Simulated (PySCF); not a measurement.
**Exercise with solution: oscillator strength and radiative lifetime**

C2H4, SMILES C=C.

Geometry: B3LYP-D3(BJ)/def2-TZVP.

TDDFT-PBE/def2-TZVPD run with PySCF puts the first singlet state with f over 0.02 at 6.96 eV (vertical), with the transition dipole (0.640, 0.000, 0.000) in atomic units.

Q: Find the oscillator strength, the wavelength and the radiative lifetime that this transition would have in vacuum if emission retraced absorption.

A: 
|μ|² = 0.4096 au, so |μ| = 1.63 D. ΔE = 6.96/27.211 = 0.2558 hartree. f = (2/3) ΔE |μ|² = 0.070 (the program prints 0.070).
λ = 1239.84/6.96 = 178 nm; ν = 56136 cm⁻¹.
Einstein's coefficient A = 0.6670 ν² f s⁻¹ (ν in cm⁻¹) = 1.5e8 s⁻¹, so τ = 1/A = 6.8 ns. This state is S1. The figure is the radiative limit of this one transition; relaxation, internal conversion, crossing to triplets and a medium change what is measured.
